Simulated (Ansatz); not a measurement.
Rock-salt NbC, treated with PBEsol (Ansatz, an electronic-structure program, plane waves, PAW).

Run with plane-wave cutoff 500 eV, 14×14×1 k mesh (along the axes of the cell as run), Fermi–Dirac smearing 0.05 eV, scalar-relativistic PAW data made under PBE.

Estimate the surface energy of the (100) face and work function of the (100) face that the calculation returns.


* **surface energy of the (100) face**: 1.66 J/m²
* **work function of the (100) face**: 3.75 eV

The slab of 12 atoms is relaxed and unreconstructed.
